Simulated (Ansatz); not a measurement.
`[CH3][AlH][SH]` and `[SiH3][AlH][SH]` differ in one element.

Ansatz, PBE0-D4/def2-TZVP geometries, multiplicity 1. Each molecule was computed in one conformer, which needn't be the lowest.

```
                               property  `[CH3][AlH][SH]`
      LUMO energy (PBE/def2-TZVPP) / eV             -1.68
HOMO–LUMO gap (ωB97M-V/def2-TZVPP) / eV             10.52
     HOMO energy (PBE0/def2-TZVPP) / eV             -7.65
      HOMO energy (PBE/def2-TZVPP) / eV             -6.47
    HOMO–LUMO gap (PBE/def2-TZVPP) / eV              4.79
  HOMO–LUMO gap (B3LYP/def2-TZVPP) / eV              6.26
```

What does the change do to each property? (Best estimate.)

The calculation gave: 
```csv
property,`[SiH3][AlH][SH]`,shift
LUMO energy (PBE/def2-TZVPP) / eV,-2.51,-0.83
HOMO–LUMO gap (ωB97M-V/def2-TZVPP) / eV,9.69,-0.83
HOMO energy (PBE0/def2-TZVPP) / eV,-7.81,-0.16
HOMO energy (PBE/def2-TZVPP) / eV,-6.72,-0.25
HOMO–LUMO gap (PBE/def2-TZVPP) / eV,4.21,-0.58
HOMO–LUMO gap (B3LYP/def2-TZVPP) / eV,5.68,-0.58
```

With PBE0 the HOMO falls by 0.16 eV and the LUMO falls by 0.85 eV, so the gap narrows by about 0.69 eV. PBE moves the HOMO by -0.25 eV and ωB97M-V by 0.04 eV.

B3LYP here is the variant with VWN-RPA as its local correlation; programs differ in this.
